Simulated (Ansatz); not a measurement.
# Ga2H2⁺ (H-bridged), doublet in cc-pVDZ: errors against UCCSDTQ

Geometry: that of the Ga2H2 (H-bridged), singlet, kept fixed.

```xyz
4

Ga    0.0000    0.0000    1.5063
Ga    0.0000    0.0000   -1.5063
H     0.0000    1.0971    0.0000
H     0.0000   -1.0971    0.0000
```

Basis cc-pVDZ; Ansatz 0.2.0. Correlated methods freeze the noble-gas cores and the filled d shells of p-block atoms, which leaves 7 electrons in 36 orbitals. Prefix R: restricted or restricted open-shell reference; prefix U: unrestricted. Active spaces: valence = (7e, 10o) chosen from the atoms' valence shells. No spin–orbit coupling is included, and no scalar relativity.

Full CI isn't at hand for all of this; UCCSDTQ serves as the reference, and is uncertain by about the last step of the cluster series. The frozen core follows each run's orbitals, which can shift R against U totals by a few meV for light atoms and by up to 0.1 eV past Ca.

```
UHF ⟨S²⟩                          : 0.829
T1 diagnostic (RCCSD)             : 0.0285
largest doubles amplitude (RCCSD) : 0.096
T1 diagnostic (UCCSD)             : 0.0248
```

```
    level  E − E(UCCSDTQ) (kcal/mol)  share of correlation (%)  wall time
      UHF                      83.08                      7.50          –
     UMP2                      23.19                     74.18          –
    UCCSD                       3.50                     96.11          –
 UCCSD(T)                       0.88                     99.02      4.2 s
   UCCSDT                       0.14                     99.85          –
UCCSDT(Q)                       0.02                     99.98       13 s
```

The correlation energy at UCCSDTQ, counted from RHF, is -3.895 eV. That run took 11 s on 2 threads of AMD EPYC 7R13 with a shared H100 80 GB, shared host.

Run but not shown, since their state or frozen core can't be matched to the reference's or they repeat it: RHF, RMP2, RCCSD, RCCSD(T), BCCD(T), RCCSDT, RCCSDT(Q), RCCSDTQ, CASSCF (valence space), NEVPT2 (valence space), MRCISD (valence space), MRCISD+Q (valence space).

Times hold each run's SCF and search for its determinant on a shared host, so for small cases they say little of a method's own cost; they ran on 1 thread of AMD EPYC 7R13.

Natural occupations of CASSCF (valence space) about the gap: 1.967 1.944 1.902 1.000 0.044 0.032 0.030 0.028 0.028 0.024; effectively unpaired electrons, Σ n²(2−n)², 1.07.
